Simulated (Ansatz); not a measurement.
Input file:

```yaml
crystal:
  periodic: [false, false, false]
  atoms:
    - {symbol: Se, position_ang: [0.000000, -0.022125, 0.000000]}
    - {symbol: H, position_ang: [0.000000, 0.866575, -2.625523]}
    - {symbol: H, position_ang: [0.000000, 0.866560, 2.625528]}
basis:
  gaussian: {orbitals: cc-pVDZ}
magnetization: {spin_polarized: false}
hamiltonian: {xc: hf}
output: {orbitals: {seedname: orbitals}}
```

```sh
$ ansatz run in.yaml --threads 1 --pin off --events-out ev --progress --plain --max-ram 2393MiB
```

Task: How does this run end?

Result: Converged. The input was made wrong on purpose (coordinates in the wrong unit), so the run isn't a sound calculation of what was asked.
```
419 factors; integrals over basis functions are off by at most 2.4e-4 eV
mean field evaluation 1: about -65320.8959 eV, gradient 1.9e1 eV
mean field evaluation 2: about -65320.8960 eV, gradient 1.9e1 eV
mean field evaluation 4: about -65323.8804 eV, gradient 4.6e0 eV
mean field evaluation 8: about -65323.9791 eV, gradient 1.7e-1 eV
mean field evaluation 16: about -65323.4576 eV, gradient 2.2e0 eV
mean field evaluation 32: about -65317.9830 eV, gradient 1.5e1 eV
mean field -65323.98024500 eV, -2400.6119958197 hartree, gradient 1.6e-5 eV, S^2 0.000000; 0 other end points of the search recorded, 0 dependent functions left out
reference -65323.98024500 eV, -2400.6119958197 hartree; 18, 18 occupied and 19, 19 virtual orbitals, 419 factors
Total energy: -65323.98024500 eV, -2400.6119958197 hartree
```
